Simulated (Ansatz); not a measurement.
## Ga on a Si site in Si

Theory: DFT PBE, scalar-relativistic, plane waves, PAW in Ansatz. Run with 420 eV cutoff, 2×2×2 k-mesh, Gaussian smearing of 0.01 eV, collinear spin in charge 0 alone.

Host crystal, relaxed:

```xyz
2
Lattice="0.0000 2.7350 2.7350 2.7350 0.0000 2.7350 2.7350 2.7350 0.0000" Properties=species:S:1:pos:R:3 pbc="T T T"
Si    4.1026    4.1026    4.1026
Si    2.7350    2.7350    2.7350
```

Supercell of 16 atoms, rows in host cell vectors: 0 -2 2; 0 0 2; -2 0 2. Atoms relax at the host's cell from a start displaced at random by 0.06 Å near the defect, so other minima may exist. The cell is small, so energies carry finite-size errors of tenths of an eV. The host's Kohn–Sham gap is 0.61 eV. Atoms are taken from and returned to the elements' standard states. Charged cells are corrected for image charges with the computed static dielectric tensor (mean 13.0) and aligned with the host's potential at far atoms (alignment terms reach 0.09 eV; the program doubts the alignment in some charges, where it is up to 0.09 eV). No band-filling term is added, and the Fermi level counts from the host's valence band top.

Starting moments were lost in some runs.

Defect: Ga on a Si site at (0.750, 0.750, 0.750) of the host cell.

(1) What is the formation energy of the neutral defect?

(2) Does the neutral defect carry a moment, and how do its surroundings relax?

(3) Charges 0, -1 were computed. Which is stable where in the gap?

Results:

(1) 0.57 eV.

(2) It changes the cell's moment by 0.25 μB (a fraction, from partly filled bands). The nearest neighbours before are 4 Si at 2.37 Å; after relaxation the atoms near the site are 2 Si at 2.38 Å, 1 Si at 2.39 Å, 1 Si at 2.42 Å; the largest move is 0.04 Å.

(3) Among the charges computed the stable one is 0 at the valence band top, changing to -1 at 0.52 eV. In charge 0 the cell has partly filled bands: a level of the defect may be part filled, the carrier may sit in the host's bands, or levels may cross between the k points, so transitions that involve it are doubtful. Without the alignment that the program doubts, the level (0/-1) would lie at 0.61 eV, outside the gap, so these runs don't decide whether the defect changes charge there. Levels between neighbouring charges: (0/-1) 0.52 eV.

Cost: 3 runs of about 4.3 core-minutes in all, on Intel Xeon Processor @ 2.10GHz (Emerald Rapids) (shared hosts).